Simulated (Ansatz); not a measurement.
CH2 (SMILES [CH2]) moved off its minimum; all values from Ansatz (an electronic-structure program), cores frozen in correlated methods.
(charge 0, multiplicity 1)
```xyz
3

C     -0.00920     0.18513     0.04419
H     -0.85741    -0.52098    -0.01318
H      0.87623    -0.57081    -0.06482
```

**Question.** Give the forces (eV/Å), the total energy and the dipole at CCSD(T)/aug-cc-pVTZ.

**Answer.** 
```tsv
atom	Fx	Fy	Fz
C1	1.252	-0.911	-0.136
H2	-0.240	-0.074	-0.002
H3	-1.012	0.985	0.138
```
Energy -39.0629 hartree, dipole 1.63 D.

Doubts at one or more of the structures used: a restricted determinant that unrestricted orbitals would lower (CCSD(T)/aug-cc-pVTZ).
